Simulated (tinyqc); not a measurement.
Worked calculation: UKS/exchange-only LDA in the sto-6g basis, for BH2, spin multiplicity 2. One step of it, computed by the program tinyqc.

Question. Orthogonalisation. S = U s U^T; canonical form X = U s^(-1/2), so that X^T S X = 1. Each column of U has its largest component positive (the first on a tie).

overlap S, order 1B 1s, 1B 2s, 1B 2px, 1B 2py, 1B 2pz, 2H 1s, 3H 1s:
$$\begin{pmatrix}
1.000000 & 0.264891 & 0.000000 & 0.000000 & 0.000000 & 0.043359 & 0.038849 \\
0.264891 & 1.000000 & 0.000000 & 0.000000 & 0.000000 & 0.375814 & 0.354199 \\
0.000000 & 0.000000 & 1.000000 & 0.000000 & 0.000000 & 0.000000 & 0.000000 \\
0.000000 & 0.000000 & 0.000000 & 1.000000 & 0.000000 & 0.377356 & -0.360578 \\
0.000000 & 0.000000 & 0.000000 & 0.000000 & 1.000000 & 0.169129 & 0.161686 \\
0.043359 & 0.375814 & 0.000000 & 0.377356 & 0.169129 & 1.000000 & 0.044602 \\
0.038849 & 0.354199 & 0.000000 & -0.360578 & 0.161686 & 0.044602 & 1.000000
\end{pmatrix}$$

Give: eigenvalues of S; X.

Answer.

eigenvalues of S: [0.4164, 0.4598, 0.8804, 1.0000, 1.0841, 1.4988, 1.6605]

X, order 1B 1s, 1B 2s, 1B 2px, 1B 2py, 1B 2pz, 2H 1s, 3H 1s:
$$\begin{pmatrix}
-0.3594 & 0.1312 & 0.7494 & 0.0000 & -0.5632 & -0.0254 & 0.2442 \\
1.0018 & -0.3207 & -0.2676 & 0.0000 & -0.2338 & -0.0444 & 0.4966 \\
0.0000 & 0.0000 & 0.0000 & 1.0000 & 0.0000 & 0.0000 & 0.0000 \\
0.3412 & 0.9672 & -0.0043 & 0.0000 & 0.0019 & 0.5877 & 0.0471 \\
0.3790 & -0.1193 & 0.6311 & 0.0000 & 0.6982 & -0.0159 & 0.1806 \\
-0.9177 & -0.5019 & -0.2224 & 0.0000 & 0.1737 & 0.3651 & 0.3938 \\
-0.4081 & 0.9236 & -0.2342 & 0.0000 & 0.1814 & -0.4309 & 0.3257
\end{pmatrix}$$
